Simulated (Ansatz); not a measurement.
Compare A (`CC=C(C)C`) with its isomer B (`C=C(C)CC`).

Isolated molecules relaxed with PBE0-D4/def2-TZVP in Ansatz; ΔE leaves out vibrations. CCSD(T)/CBS adds triple-zeta CCSD(T) − MP2 to the extrapolated MP2 energy (def2 sets, frozen cores). DFT in def2-TZVPP. B3LYP here is the variant with VWN-RPA as its local correlation; programs differ in this. Each species was taken in one conformer, which may not be the lowest.

**Question.** Which isomer does CCSD(T)/CBS put lower? Give the gap. (Best estimate.)

**Answer.** The calculation gave: A, by 4.9 kJ/mol.

**Question.** Give E(B) − E(A) in kJ/mol with B3LYP, HF/def2-TZVPP, B3LYP-D4, PBE-D4, BLYP-D4, r2SCAN-D4, MP2/def2-TZVPP. (Estimate.)

**Answer.** Ansatz gave: B3LYP 8.8, HF/def2-TZVPP 3.4, B3LYP-D4 7.7, PBE-D4 10.4, BLYP-D4 8.2, r2SCAN-D4 8.9, MP2/def2-TZVPP 5.7. None reverses the order clearly.

**Question.** Does the order hold for the free energy at 298.15 K (harmonic terms from PBE0-D4)? (Best estimate.)

**Answer.** Computed: Yes: G(B) − G(A) = +7.0 kJ/mol, for one conformer each.

Largest T1 diagnostic: 0.010.

Leaving LDA and LC-ωPBE aside and taking each functional with its dispersion term where it has one, the values, not all of them listed here, spread over 4.5 kJ/mol, from ωB97M-V to PBE-D4.
